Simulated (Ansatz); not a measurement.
## Active spaces for HOF, singlet

Calculated in Ansatz's Gaussian-basis code. Basis aug-cc-pVTZ, nonrelativistic, 2 orbitals frozen in the corrections. State-specific CASSCF; RHF is the lowest restricted (open-shell) Hartree–Fock solution met. Solutions may break the symmetry of the shape. The lowest solution met needn't be the lowest there is, nor hold the orbitals that a chemist would pick.

Geometry:

```xyz
3

O     0.0000    0.0000    0.0000
H     0.0000    0.7224    0.6414
F     0.0000   -1.0783    0.9574
```

Task: What do CASSCF and its corrections give against RHF in CAS(10,7), and what are the occupations?

Result: CASSCF -2.419 eV, SC-NEVPT2 -13.819 eV; occupations 2.00, 2.00, 2.00, 1.98, 1.91, 0.09, 0.02.

Task: How do single-reference totals in the same basis and frozen core stand against SC-NEVPT2 in CAS(10,7)?

Result: CCSD(T) -1.005 eV. Coupled cluster stands on the determinant that it favours, which can lie over the RHF solution above, and is in doubt where the occupations are far from 0, 1 and 2.

Task: Roughly how much CPU time does a whole run from the default start take (median of such runs, summed over threads; nearly all runs on one pinned thread of a shared server, mostly Xeon at 2.3 to 2.6 GHz, by a development driver)?

Result: CAS(10,7): about 1.7 min. Other jobs ran beside these, and the count of passes differs.
